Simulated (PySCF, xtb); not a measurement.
fluoromethane cation (CH3F), SMILES CF (connectivity only; charge and spin as stated), charge +1, multiplicity 2.

Harmonic wavenumbers (cm⁻¹) from GFN2-xTB (xtb) at its own minimum, in rising order: 748, 883, 1020, 1130, 1185, 1312, 2415, 2584, 2910.

Question: What does PBE-D3(BJ)/def2-TZVP in PySCF 2.14.0 give at its own minimum? (Estimate from the structure and the level; the computed values follow.)

Answer: 748, 923, 961, 1041, 1254, 1408, 2173, 2486, 3111. Paired by order, the mean absolute difference is 99 cm⁻¹ and the zero-point energies are 20.3 and 20.2 kcal/mol.
